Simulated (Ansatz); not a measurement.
Input file:

```yaml
crystal:
  periodic: [false, false, false]
  atoms:
    - { symbol: Si, position_ang: [-0.48084, 1.0e-06, -0.426399] }
    - { symbol: H, position_ang: [0.14533, -4.1e-05, 2.178747] }
    - { symbol: H, position_ang: [0.761353, 6.0e-06, 0.369708] }
    - { symbol: H, position_ang: [-0.535083, 1.21649, -1.270718] }
    - { symbol: H, position_ang: [-0.535074, -1.216489, -1.270718] }
    - { symbol: Cl, position_ang: [-2.211026, -3.0e-06, 0.783056] }
    - { symbol: H, position_ang: [-0.403359, 3.5e-05, 2.625523] }
basis:
  gaussian: { orbitals: "6-31G*" }
hamiltonian:
  xc: b3lyp
  dispersion: d4
relax:
  f_tol: 0.03
  max_steps: 50
```

Launched with:

```bash
$ ansatz run input.yaml --threads 1 --pin off --max-ram 2048MiB --backend cpu --events-out ev --progress --plain --runs-dir out
```

Hardware: 1 thread of Intel(R) Xeon(R) 6975P-C (Granite Rapids), on a shared host.

Roughly how long does this run take, and how much memory?

20 s, with a peak of 0.12 GiB, for 20 ionic steps.
